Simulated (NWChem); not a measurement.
All runs are NWChem calculations. System: Na (+1), charge 1, spin multiplicity 1. Level: MP2/def2-TZVP, 1 core orbitals frozen.

The NWChem input:

```
start mol
memory heap 200 mb stack 900 mb global 1100 mb
charge 1
geometry units angstroms nocenter noautoz
  Na     0.000000     0.000000     0.000000
  symmetry group D2h
end
basis spherical
  * library def2-tzvp
end
scf
  rhf
  nopen 0
  maxiter 100
  thresh 1e-7
  semidirect memsize 60000000 filesize 0
end
mp2
  freeze core 1
end
task mp2 energy
```

Part of the output:

```
             Northwest Computational Chemistry Package (NWChem) 7.3.0
             --------------------------------------------------------

                                NWChem Input Module
                                -------------------

 Scaling coordinates for geometry "geometry" by  1.889725989
 (inverse scale =  0.529177249)

                             Geometry "geometry" -> ""
                             -------------------------

 Output coordinates in angstroms (scale by  1.889725989 to convert to a.u.)

  No.       Tag          Charge          X              Y              Z
 ---- ---------------- ---------- -------------- -------------- --------------
    1 Na                  11.0000     0.00000000     0.00000000     0.00000000

 Effective nuclear repulsion energy (a.u.)       0.0000000000

            Nuclear Dipole moment (a.u.)
            ----------------------------
        X                 Y               Z
 ---------------- ---------------- ----------------
     0.0000000000     0.0000000000     0.0000000000

      Symmetry information
      --------------------

 Group name             D2h
 Group number             26
 Group order               8
 No. of unique centers     1

      Symmetry unique atoms

     1


 Summary of "ao basis" -> "" (spherical)
 ------------------------------------------------------------------------------
       Tag                 Description            Shells   Functions and Types
 ---------------- ------------------------------  ------  ---------------------
 *                         def2-tzvp                  on all atoms

 Summary of "ao basis" -> "ao basis" (spherical)
 ------------------------------------------------------------------------------
       Tag                 Description            Shells   Functions and Types
 ---------------- ------------------------------  ------  ---------------------
 Na                        def2-tzvp                12       32   5s4p3d

                                 NWChem SCF Module
                                 -----------------

  ao basis        = "ao basis"
[...]
     1   1 0 0     -0.000000      0.000000      0.000000
     1   0 1 0     -0.000000      0.000000      0.000000
     1   0 0 1     -0.000000      0.000000      0.000000

     2   2 0 0     -2.142269      0.000000      0.000000
     2   1 1 0     -0.000000      0.000000      0.000000
     2   1 0 1      0.000000      0.000000      0.000000
     2   0 2 0     -2.142269      0.000000      0.000000
     2   0 1 1     -0.000000      0.000000      0.000000
     2   0 0 2     -2.142269      0.000000      0.000000

                   NWChem MP2 Semi-direct Energy/Gradient Module
                   ---------------------------------------------

  Basis functions       =     32
  Molecular orbitals    =     32
  Frozen core           =      1
  Frozen virtuals       =      0
  Active alpha occupied =      4
  Active beta occupied  =      4
  Active alpha virtual  =     27
  Active beta virtual   =     27
  Use MO symmetry       = T
  Use skeleton AO sym   = T

  AO/Fock/Back tols     =   1.0D-09  1.0D-09  1.0D-09

 GA uses MA = F    GA memory limited = T

 Available:
  local mem=  1.26D+08
 global mem=  1.44D+08
 local disk=  0.00D+00
  mp2_memr nvloc                    27
  nvloc new                    27
   1 passes of   4:        3145728                       4842                    195684.
   1 passes of   4: M    126154787           G      144177152           F     123009059.

 Semi-direct pass number   1 of   1  for RHF alpha+beta  at        0.2s
  vrange nnbf                   528
  mp2_eaftype                    10  avail_ma_in_mb                  1099
 EAF : mp2_eaftype filesize          10      97842.
  mp2_eaf for mointskh                     10
Node 0 wrote      0.5 Mb in      0.0 s     Agg I/O rate:  2180.5 Mb/s
 Done moints_semi at        0.3s
  mp2_eaftype                    10  avail_ma_in_mb                  1089
 EAF : mp2_eaftype filesize          10      97842.
  mp2_eaf for kh                    10
 Done maket at        0.3s
 Done multipass loop at        0.3s

          -------------------------------------------
          SCF energy                -161.670253260058
          Correlation energy          -0.158986282225
          Singlet pairs               -0.093159377490
          Triplet pairs               -0.065826904734
          Total MP2 energy          -161.829239542283
          -------------------------------------------

          ---------------------------------------------------
                    Spin Component Scaled (SCS) MP2
          Same spin pairs                     -0.043884603156
          Same spin scaling factor             0.333333333333
          Opposite spin pairs                 -0.115101679068
          Opposite spin scaling fact.          1.200000000000
          SCS-MP2 correlation energy          -0.152750215934
          Total SCS-MP2 energy              -161.823003475992
          ---------------------------------------------------

 -----------------------
 Performance information
 -----------------------

 Timer overhead =  1.95D-07 seconds/call

               Nr. of calls         CPU time (s)                 Wall time (s)                GFlops
             ---------------    -------------------     ------------------------------   -------------------
Name         Min   Avg   Max    Min     Avg     Max     Min     Avg     Max   Mx/calls   Min     Max     Sum
mp2: moin     1     1     1   0.10    0.10    0.10     0.10    0.10    0.10    0.10      0.0     0.0     0.0
mp2: make     1     1     1   3.55E-3 3.55E-3 3.55E-3  3.55E-3 3.55E-3 3.55E-3 3.55E-3   0.0     0.0     0.0
mp2: tota     1     1     1   0.13    0.13    0.13     0.13    0.13    0.13    0.13      0.0     0.0     0.0

 The average no. of pstat calls per process was 3.00D+00
 with a timing overhead of 5.86D-07s

 Task  times  cpu:        0.3s     wall:        0.3s

 Total times  cpu:        0.3s     wall:        0.3s
```
